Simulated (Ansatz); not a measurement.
Ca, fcc: how the functional moves the structure

All rows: Ansatz, plane waves with scalar-relativistic PAW, 420 eV (500 eV for the SCAN forms), relaxed under each functional, no dispersion correction, no zero-point motion. B₀ comes from uniform scaling at fixed shape; a dash is a value not given.

The measured cell (COD entry 9011033) has a = 5.588 Å, 43.63 Å³/atom.

```json
{"functional": "PBE", "V (Å³/atom)": "42.17", "cell": "a = 5.525 Å", "B₀ (GPa)": "17", "magnetic state": "spin not included"}
{"functional": "r²SCAN", "V (Å³/atom)": "43.13", "cell": "a = 5.567 Å", "B₀ (GPa)": "18", "magnetic state": "spin not included"}
{"functional": "PBEsol", "V (Å³/atom)": "40.60", "cell": "a = 5.456 Å", "B₀ (GPa)": "18", "magnetic state": "spin not included"}
{"functional": "LDA", "V (Å³/atom)": "38.13", "cell": "a = 5.343 Å", "B₀ (GPa)": "19", "magnetic state": "spin not included"}
{"functional": "revPBE", "V (Å³/atom)": "43.93", "cell": "a = 5.601 Å", "B₀ (GPa)": "16", "magnetic state": "spin not included"}
{"functional": "BLYP", "V (Å³/atom)": "42.55", "cell": "a = 5.542 Å", "B₀ (GPa)": "16", "magnetic state": "spin not included"}
```

(1) What does RPBE give?

(2) Which functional comes closest to the measured volume?

Answers

(1) V (Å³/atom): 44.42; cell: a = 5.622 Å; B₀ (GPa): 16; magnetic state: spin not included.

(2) revPBE, off by 0.7 %. The measured value holds thermal expansion and zero-point motion, which the calculations lack.
